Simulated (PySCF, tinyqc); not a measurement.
Inside a calculation. Method: harmonic frequencies on the PBE/sto-3g surface (energies and gradients from PySCF), for BH, spin multiplicity 1. The lowest restricted solution is unstable here: a spin-polarised one lies 0.0025 hartree lower (PySCF). One step of it, computed by the program tinyqc.

Task: One row of the Hessian: 1Bz. Displace 1Bz by +/-0.01 bohr; H(k, :) = (g(+) - g(-)) / (2 delta).

optimised positions (bohr):
```
           x         y         z
1B  0.000000  0.000000  0.083939
2H  0.000000  0.000000  2.467191
```

gradient at +delta (hartree/bohr):
```
             x           y            z
1B  0.00000000  0.00000000   0.00223273
2H  0.00000000  0.00000000  -0.00223251
```

gradient at -delta (hartree/bohr):
```
             x           y            z
1B  0.00000000  0.00000000  -0.00218927
2H  0.00000000  0.00000000   0.00218949
```

Give: row of the Hessian.

Result:

row of the Hessian (hartree/bohr^2): 1Bx 0.00000, 1By 0.00000, 1Bz 0.22110, 2Hx 0.00000, 2Hy 0.00000, 2Hz -0.22110
